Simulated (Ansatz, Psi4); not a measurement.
## Worked example: the enthalpy of formation of S2O (Disulfur monoxide)

The species is S2O (3 atoms), meant as a singlet with charge 0. SMILES: `O=S=S`. The shape is that of a PBE0-D4/def2-TZVP optimisation.

```
atom    x (Å)    y (Å)    z (Å)
   O   0.4516   1.2040   0.4932
   S   0.5291  -0.2055   0.1489
   S  -0.9807  -0.9985  -0.6421
```

Total energies at BLYP/def2-TZVP (Psi4 1.11); the atoms run unrestricted:

| species | state | energy (Eh) |
| --- | --- | --- |
| S2O | singlet | -871.654236 |
| O | triplet | -75.085142 |
| S | triplet | -398.116156 |

Harmonic wavenumbers at PBE0-D4/def2-TZVP, in cm⁻¹: 394, 723, 1241.

Measured heats of formation of the gaseous atoms at 298.15 K, in kJ/mol: O 249.2, S 277.0. Spin-orbit lowering of the atoms at 298 K (mean of the ground term's levels less their thermal mean, from spectra), in kJ/mol: O 0.40, S 1.88. Take 1 Eh = 2625.50 kJ/mol, 1 cm⁻¹ = 0.0119627 kJ/mol, RT = 2.479 kJ/mol.

Problem. What heat of formation follows?

Solution. 
1. Electronic atomisation energy: (-75.085142) + 2 × (-398.116156) − (-871.654236) = 0.336782 Eh = 884.2 kJ/mol.
2. Zero-point energy: half the sum of the wavenumbers, 1179 cm⁻¹ = 14.1 kJ/mol.
3. Thermal vibrational enthalpy, Σ hcν̃/(exp(hcν̃/kT) − 1): 1.1 kJ/mol. Translation, rotation and pV of a non-linear molecule: 4 RT = 9.9 kJ/mol.
4. The 3 free atoms carry 5/2 RT each: 18.6 kJ/mol.
5. Spin-orbit coupling lowers the free atoms by 0.40 + 2 × 1.88 = 4.2 kJ/mol.
6. Atomisation enthalpy at 298 K: 884.2 − 4.2 − 14.1 − 1.1 − 9.9 + 18.6 = 873.5 kJ/mol.
7. Sum of the atoms' heats of formation: 803.2 kJ/mol. Heat of formation: 803.2 − 873.5 = -70.3 kJ/mol.

The tabulated value is -56.5 kJ/mol (NIST-JANAF tables), so this level is off by -13.8 kJ/mol, or 1.6 % of the atomisation enthalpy that the table implies (859.7 kJ/mol). Gradient-corrected functionals often overbind somewhat. Anharmonicity and any spin-orbit splitting of the molecule are left out.
